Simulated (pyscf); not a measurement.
Optimised with ωB97X-D3(BJ)/def2-SVP in PySCF. MP2 and CC: frozen core, UHF for open shells. ΔMP2 is the change of the MP2 total energy from the triple- to the quadruple-zeta basis.

**Question.** For HP=GaH + water (H₂O) → HO–GaH–PH₂, an addition across a multiple bond or ene-type step (singlet surface; H–O broken, H–P, Ga–O formed), PBE/def2-TZVP gives ΔE‡ = -21.0 kJ/mol and ΔE = -167.7 kJ/mol (zero: the separated reactants). In which direction and how far do B3LYP-D3(BJ)/def2-TZVP, PBE0-D3(BJ)/def2-TZVP, CCSD(T)/def2-TZVPP + ΔMP2(QZVPP) move these?

**Answer.** B3LYP-D3(BJ): ΔE‡ = -6.8 kJ/mol, ΔE = -178.3 kJ/mol; PBE0-D3(BJ): ΔE‡ = -18.6 kJ/mol, ΔE = -182.1 kJ/mol; CCSD(T): ΔE‡ = 3.7 kJ/mol, ΔE = -177.3 kJ/mol. PBE's barrier lies under all of them, by 2.5 to 24.7 kJ/mol. Its reaction energy lies over all of them, by 9.5 to 14.3 kJ/mol. On the reactant side the descent ends in an adduct with a Ga–O contact, 64.4 kJ/mol under the separated species and 53.3 kJ/mol under the saddle at ωB97X-D3(BJ)/def2-TZVP. At PBE, B3LYP-D3(BJ), PBE0-D3(BJ) the saddle lies under the separated reactants, which points to a path from their complex (located at ωB97X-D3(BJ) alone). What is counted as formed (Ga–O) is already present as a longer contact in the reactant adduct; forming that adduct is a step of its own. At ωB97X-D3(BJ) the barrier from the zero used here is -11.1 kJ/mol. HP=GaH lies 73.7 kJ/mol over its isomer H₂P–Ga [singlet] (electronic energy, ωB97M-D3(BJ)). This is the saddle that the search found; another between the same sides may lie lower. The CCSD(T) − MP2 part came from Ansatz, without density fitting, on the same reference. The frozen core leaves the outer d or s,p core shells of the metals and heavy elements correlated in the MP2 and CC values, and def2-TZVPP describes them poorly, which can shift differences by a few kcal/mol. Elements up to Kr have no core potential and no relativistic terms here.
